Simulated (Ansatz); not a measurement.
# CH2N2: taking an electron away

The task here is to estimate one member of a computed series from the others.

Computed with Ansatz 0.2.0, Gaussian basis. Level: unrestricted cation, the program's frozen cores in correlated methods.

The runs, in order: UKS PBE-D4/def2-TZVPP; UKS r2SCAN-D4/def2-TZVPP; UKS PBE0-D4/def2-TZVPP; UKS B3LYP-D4/def2-TZVPP; UKS wB97X-V/def2-TZVPP; UKS wB97M-V/def2-TZVPP; UKS B2PLYP/def2-TZVPP; UHF-CCSD(T)/def2-TZVPP; UHF-MP2/def2-QZVPP; extrapolation to the limit; then −ε(HOMO) from the neutral's earlier runs with LDA (SPW92), PBE-D4, revPBE-D4, BLYP-D4, r2SCAN-D4, B97M-V, PBE0-D4, B3LYP-D4, r2SCANh-D4, r2SCAN0-D4, HSE06-D4, BHLYP-D4, CAM-B3LYP-D4, LC-ωPBE, ωB97X-V, ωB97M-V.

## The geometry

An earlier PBE0-D4 in a triple-zeta def2 set relaxation fixed the geometry.

SMILES `N=C=N`, 5 atoms, charge 0, spin multiplicity 1.

Atoms are counted from 1 here; the program's logs count them from 0.

Bond lengths: N1–C2 1.217 Å, N1–H4 1.010 Å, C2–N3 1.217 Å, N3–H5 1.010 Å. Angles: C2–N1–H4 119.5°, N1–C2–N3 171.2°, C2–N3–H5 119.5°.

The first run:

File in.yaml:

```yaml
crystal:
  periodic: [false, false, false]
  atoms:
    - {symbol: N, position_ang: [-1.211747, -0.218193, -0.051266]}
    - {symbol: C, position_ang: [0.002652, -0.150372, -0.091018]}
    - {symbol: N, position_ang: [1.208470, -0.241367, -0.227648]}
    - {symbol: H, position_ang: [-1.762822, 0.608214, -0.234881]}
    - {symbol: H, position_ang: [1.813347, -0.071983, 0.563415]}
basis:
  gaussian: {orbitals: def2-TZVPP}
total_charge: 1
magnetization: {spin_polarized: true, initial_magnetization: 1}
hamiltonian: {xc: pbe, dispersion: d4}
```

The run is started by

```console
$ ansatz run in.yaml --threads 2 --pin off --events-out ev --progress --plain --max-ram 4352MiB
```

Among the steps run: Cation, UKS PBE-D4/def2-TZVPP; Cation, UKS r2SCAN-D4/def2-TZVPP; Cation, UKS PBE0-D4/def2-TZVPP; Cation, UKS B3LYP-D4/def2-TZVPP; Cation, UKS wB97X-V/def2-TZVPP; Cation, UKS wB97M-V/def2-TZVPP; Cation, UKS B2PLYP (frozen core)/def2-TZVPP; Cation, UHF-CCSD(T)/def2-TZVPP; Cation, UHF-MP2/def2-QZVPP.

One of the session's tables, all rows but one given; the rest of the session is left out.

Orbital estimates, from the neutral's runs:

```
  functional  −ε(HOMO) (eV)
 LDA (SPW92)           7.06
      PBE-D4           6.90
   revPBE-D4           6.84
     BLYP-D4           6.77
   r2SCAN-D4           7.19
      B97M-V           7.24
     PBE0-D4           8.28
    B3LYP-D4           8.04
  r2SCANh-D4           7.71
  r2SCAN0-D4           8.49
    HSE06-D4           7.88
    BHLYP-D4           9.56
CAM-B3LYP-D4           9.66
     LC-ωPBE          11.01
     ωB97X-V              ?
     ωB97M-V          10.54
```

Q: Estimate the row for ωB97X-V from the others.

As computed: −ε(HOMO) (eV): 10.64. In the column «−ε(HOMO) (eV)» it lies between ωB97M-V (10.54) and LC-ωPBE (11.01).

To keep in mind: The cation may have settled in a state other than its lowest; no search over hole states beyond the program's own was made.
